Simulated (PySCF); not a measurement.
## Working out the ionisation energy of Si

Si [Ne] 3s2 3p2 (3P) → Si⁺ [Ne] 3s2 3p1 (2P). All numbers are calculated (PySCF 2.14, the spin-free X2C one-electron Hamiltonian (Gaussian nucleus), in x2c-TZVPall). Frozen: [Ne]. Energies in hartree (1 hartree = 27.21139 eV):

```tsv
part	Si (lower)	Si⁺ (upper)
UHF	-289.454136	-289.173747
CCSD correlation	-0.073245	-0.057529
(T)	-0.002390	-0.001035
```

**Question.** What does Hartree-Fock give?

**Answer.** (-289.173747) − (-289.454136) = 0.280389 hartree = 7.630 eV.

**Question.** What do CCSD and CCSD(T) give?

**Answer.** The CCSD correlation energies differ by 0.015716 hartree = 0.428 eV and the triples by 0.001355 hartree = 0.037 eV, so CCSD gives 8.058 eV and CCSD(T) 8.095 eV.

Measured between the centres of the two terms (NIST): 8.157 eV, so CCSD(T) (valence) is off by -0.062 eV.

What remains against the reference includes basis incompleteness, the frozen core and higher excitations.
